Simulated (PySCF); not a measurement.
## Magnetisability: `[H]/N=C/[C@@H](C)CN`, C₄H₁₀N₂

Geometry (Å), atoms numbered from 1 in this order:
```xyz
16

C    -0.8161   -1.4675    0.1945
C     0.0941   -0.4626   -0.5051
C     1.3701   -0.2845    0.2569
N     2.4601   -0.1627   -0.3515
C    -0.6160    0.8985   -0.6526
N    -0.9956    1.4331    0.6457
H    -1.1443   -1.0610    1.1477
H    -0.2924   -2.4055    0.3642
H    -1.6929   -1.6659   -0.4163
H     0.3507   -0.8078   -1.5106
H     1.2553   -0.2629    1.3503
H     3.2826   -0.0336    0.2347
H    -1.5333    0.7458   -1.2283
H     0.0422    1.5706   -1.2274
H    -1.5993    2.2391    0.5301
H    -0.1729    1.7358    1.1564
```

The calculation used GIAO KT3/pcSseg-1 magnetisability, rotational g tensor and spin-rotation constants, non-relativistic, gas phase in PySCF 2.14.0. Geometry: GFN2-xTB.

**Question.** How diamagnetic is it, and how anisotropic?

**Answer.** Isotropic -932 × 10⁻³⁰ J/T², or -56.1 × 10⁻⁶ cm³/mol; principal values -1031, -937, -828 × 10⁻³⁰ J/T², anisotropy 176 × 10⁻³⁰ J/T² (root of half the summed squared differences of the principal values). The susceptibility is in cgs units.

**Question.** Split it along the inertial axes a, b, c into diamagnetic and paramagnetic parts about the centre of mass, with the quadrupole moment.

**Answer.** 
```
axis  χ (10⁻⁶ cm³/mol)  diamagnetic (10⁻⁶ cm³/mol)  paramagnetic (10⁻⁶ cm³/mol)  summed x² of all electrons (Å²)  quadrupole Θ (D Å)
   a             -52.6                      -360.9                        308.4                             99.9               -1.55
   b             -59.0                      -536.1                        477.1                             58.6               +2.48
   c             -56.8                      -672.6                        615.7                             26.5               -0.93
```
Anisotropies 2χaa − χbb − χcc = +10.7 and 2χbb − χaa − χcc = -8.6 × 10⁻⁶ cm³/mol. Θ is traceless in Buckingham's convention.

**Question.** And the rotational g tensor?

**Answer.** 
| axis | rotational constant (GHz) | g | nuclear part | electronic part |
| --- | --- | --- | --- | --- |
| a | 4.7083 | -0.0296 | 0.6525 | -0.6821 |
| b | 2.7008 | -0.0118 | 0.5936 | -0.6054 |
| c | 2.0859 | -0.0093 | 0.5941 | -0.6034 |

Asymmetric top; isotopes 12C, 1H, 14N; no vibrational averaging.
